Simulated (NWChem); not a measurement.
System: ethane (C2H6); SMILES CC

Input file for NWChem:

```
start job
memory heap 200 mb stack 900 mb global 1100 mb
geometry units angstroms noautosym nocenter noautoz
  C      0.000000     0.000000     0.759558
  C      0.000000     0.000000    -0.759558
  H     -0.724029     0.724029     1.165167
  H      0.989042     0.265013     1.165167
  H     -0.265013    -0.989042     1.165167
  H     -0.989042    -0.265013    -1.165167
  H      0.724029    -0.724029    -1.165167
  H      0.265013     0.989042    -1.165167
end
basis spherical
  * library pcseg-2
end
dft
  xc pbe0
  iterations 150
end
cosmo
  do_cosmo_smd true
  solvent water
end
task dft energy
```

NWChem printed, in part:

```
             Northwest Computational Chemistry Package (NWChem) 7.3.0
             --------------------------------------------------------

                             Geometry "geometry" -> ""
                             -------------------------

 Output coordinates in angstroms (scale by  1.889725989 to convert to a.u.)

  No.       Tag          Charge          X              Y              Z
 ---- ---------------- ---------- -------------- -------------- --------------
    1 C                    6.0000     0.00000000     0.00000000     0.75955800
    2 C                    6.0000     0.00000000     0.00000000    -0.75955800
    3 H                    1.0000    -0.72402900     0.72402900     1.16516700
    4 H                    1.0000     0.98904200     0.26501300     1.16516700
    5 H                    1.0000    -0.26501300    -0.98904200     1.16516700
    6 H                    1.0000    -0.98904200    -0.26501300    -1.16516700
    7 H                    1.0000     0.72402900    -0.72402900    -1.16516700
    8 H                    1.0000     0.26501300     0.98904200    -1.16516700

 Effective nuclear repulsion energy (a.u.)      42.1254118575

                                 NWChem DFT Module
                                 -----------------

 Summary of "ao basis" -> "ao basis" (spherical)
 ------------------------------------------------------------------------------
       Tag                 Description            Shells   Functions and Types
 ---------------- ------------------------------  ------  ---------------------
 C                          pcseg-2                 10       30   4s3p2d1f
 H                          pcseg-2                  6       14   3s2p1d

 in cosmo_initialize ...
 calling solv_data for solv:h2o

 solvent parameters
 solvname_short: h2o
 solvname_long:  water
 dielec:       78.4000
 dielecinf:     1.7769
 aqueous SMD model solvent descriptors
 dielec:       78.4000
 sola:          0.8200

          ---------------
          -cosmo- solvent
          ---------------
 Cosmo: York-Karplus, doi: 10.1021/jp992097l
 dielectric constant -eps-     =  78.40
 screen = (eps-1)/(eps    )    =   0.98724
 surface charge correction     = lagrangian

   van der Waals surface
 --------------------------

 ---------- ATOMIC COORDINATES (A.U.) ------------ VDWR(ANG.) --
     1    0.00000000    0.00000000    1.43535649     1.850
     2    0.00000000    0.00000000   -1.43535649     1.850
     3   -1.36821642    1.36821642    2.20184636     1.200
     4    1.86901837    0.50080195    2.20184636     1.200
     5   -0.50080195   -1.86901837    2.20184636     1.200
     6   -1.86901837   -0.50080195   -2.20184636     1.200
     7    1.36821642   -1.36821642   -2.20184636     1.200
     8    0.50080195    1.86901837   -2.20184636     1.200
 number of segments per atom =        128
 number of   points per atom =        128
 atom (   nspa,  nppa )
 ----------------------
    1 (     56,     0 )       0
    2 (     56,     0 )       0
    3 (     55,     0 )       0
    4 (     56,     0 )       0
    5 (     56,     0 )       0
    6 (     56,     0 )       0
    7 (     55,     0 )       0
    8 (     56,     0 )       0
 number of -cosmo- surface points =      446
 molecular surface =     70.737 angstrom**2
 molecular volume  =     47.252 angstrom**3
 -lineq- algorithm             =   0
 -bem- low  level              =   3
 -bem- from -octahedral-
 gaussian surface charge width =   4.50000
 degree of switching           =   1.00000
 switching function tolerance  =   0.00010
 atomic radii =
 --------------
    1  6.000  1.850
    2  6.000  1.850
    3  1.000  1.200
    4  1.000  1.200
    5  1.000  1.200
    6  1.000  1.200
    7  1.000  1.200
    8  1.000  1.200
 ...... end of -cosmo- initialization ......

 nat:                     8
 ixmem:                  3618
 calling mnsol_interface()
 G(SMD-CDS) energy (kcal/mol)  =     2.311
 SMD-CDS SASA (angstrom**2)    =    98.003

[...]

                                COSMO-SMD solvation results
                                ---------------------------

             internal energy in gas <Psi(g)|H|Psi(g)> =       -79.751318131469
         internal energy in solvent <Psi(s)|H|Psi(s)> =       -79.751261704622
                               delta internal energy  =         0.000056426847 (    0.04 kcal/mol)
   total free energy in solvent <Psi(s)|H+V/2|Psi(s)> =       -79.752409564466
 polarization energy contribution <Psi(s)|V/2|Psi(s)> =        -0.001147859844 (   -0.72 kcal/mol)
    total free energy in solvent including G(SMD-CDS) =       -79.748727039294
                       G(SMD-CDS) energy contribution =         0.003682525172 (    2.31 kcal/mol)
     1 M fixed-concentration free energy of solvation =         0.002591092175 (    1.63 kcal/mol)

                       DFT Final Molecular Orbital Analysis
                       ------------------------------------

 Vector    7  Occ=2.000000D+00  E=-3.846445D-01
              MO Center=  8.6D-11,  1.2D-09,  1.6D-10, r^2= 1.7D+00
   Bfn.  Coefficient  Atom+Function         Bfn.  Coefficient  Atom+Function
  ----- ------------  ---------------      ----- ------------  ---------------
     7      0.308777  1 C  pz                37     -0.308777  2 C  pz
    10      0.241381  1 C  pz                40     -0.241381  2 C  pz
    13      0.077853  1 C  pz                43     -0.077853  2 C  pz
    61      0.071247  3 H  s                 75      0.071068  4 H  s
    89      0.071068  5 H  s                103      0.071068  6 H  s

 Vector    8  Occ=2.000000D+00  E=-3.515460D-01
              MO Center=  2.4D-09, -2.9D-09,  5.8D-09, r^2= 2.4D+00
   Bfn.  Coefficient  Atom+Function         Bfn.  Coefficient  Atom+Function
  ----- ------------  ---------------      ----- ------------  ---------------
    76      0.173952  4 H  s                 90     -0.173955  5 H  s
   104      0.173952  6 H  s                132     -0.173955  8 H  s
     5      0.165742  1 C  px                 6      0.165747  1 C  py
    35     -0.165742  2 C  px                36     -0.165747  2 C  py
    75      0.158723  4 H  s                 89     -0.158726  5 H  s

 Vector    9  Occ=2.000000D+00  E=-3.515337D-01
              MO Center= -2.0D-09,  2.0D-09,  4.9D-09, r^2= 2.4D+00
   Bfn.  Coefficient  Atom+Function         Bfn.  Coefficient  Atom+Function
  ----- ------------  ---------------      ----- ------------  ---------------
    62      0.200893  3 H  s                118      0.200893  7 H  s
    61      0.183236  3 H  s                117      0.183236  7 H  s
     5     -0.165750  1 C  px                 6      0.165744  1 C  py
    35      0.165750  2 C  px                36     -0.165744  2 C  py
     8     -0.118282  1 C  px                 9      0.118278  1 C  py

 Vector   10  Occ=0.000000D+00  E= 2.840869D-02
              MO Center=  2.9D-08,  6.9D-09,  7.9D-09, r^2= 7.9D+00
   Bfn.  Coefficient  Atom+Function         Bfn.  Coefficient  Atom+Function
  ----- ------------  ---------------      ----- ------------  ---------------
     4      1.746937  1 C  s                 34      1.746938  2 C  s
    63     -0.743472  3 H  s                 77     -0.743947  4 H  s
    91     -0.743947  5 H  s                105     -0.743947  6 H  s
   119     -0.743472  7 H  s                133     -0.743947  8 H  s
    13      0.366921  1 C  pz                43     -0.366921  2 C  pz

 Vector   11  Occ=0.000000D+00  E= 5.939492D-02
              MO Center=  2.5D-08, -2.1D-09, -3.2D-09, r^2= 9.6D+00
   Bfn.  Coefficient  Atom+Function         Bfn.  Coefficient  Atom+Function
  ----- ------------  ---------------      ----- ------------  ---------------
     4      3.150433  1 C  s                 34     -3.150433  2 C  s
    63     -0.890991  3 H  s                119      0.890991  7 H  s
    77     -0.886237  4 H  s                 91     -0.886237  5 H  s
   105      0.886237  6 H  s                133      0.886238  8 H  s
    13     -0.390989  1 C  pz                43     -0.390989  2 C  pz

 Vector   12  Occ=0.000000D+00  E= 7.988320D-02
              MO Center=  1.0D-08, -2.6D-08,  3.5D-08, r^2= 9.1D+00
   Bfn.  Coefficient  Atom+Function         Bfn.  Coefficient  Atom+Function
  ----- ------------  ---------------      ----- ------------  ---------------
    77      1.717887  4 H  s                 91     -1.717910  5 H  s
   105     -1.717887  6 H  s                133      1.717910  8 H  s
    11     -0.569885  1 C  px                12     -0.569898  1 C  py
    41     -0.569885  2 C  px                42     -0.569898  2 C  py
    76     -0.248262  4 H  s                 90      0.248265  5 H  s

     Multipole analysis of the density
     ---------------------------------

     L   x y z        total         alpha         beta         nuclear
     -   - - -        -----         -----         ----         -------
     0   0 0 0     -0.000000     -9.000000     -9.000000     18.000000

     1   1 0 0     -0.000000     -0.000000     -0.000000      0.000000
     1   0 1 0     -0.000000     -0.000000     -0.000000     -0.000000
     1   0 0 1     -0.000000     -0.000000     -0.000000     -0.000000

     2   2 0 0    -11.032942    -11.132520    -11.132520     11.232097
     2   1 1 0     -0.001003     -0.000501     -0.000501     -0.000000
     2   1 0 1      0.001575      0.000787      0.000787     -0.000000
     2   0 2 0    -11.032942    -11.132520    -11.132520     11.232097
     2   0 1 1     -0.001574     -0.000787     -0.000787      0.000000
     2   0 0 2    -11.578455    -32.695099    -32.695099     53.811744
```

Level: PBE0/pcseg-2, SMD on the gas-phase geometry. The geometry was optimised at PBE0/def2-SVP. Solvent: water.
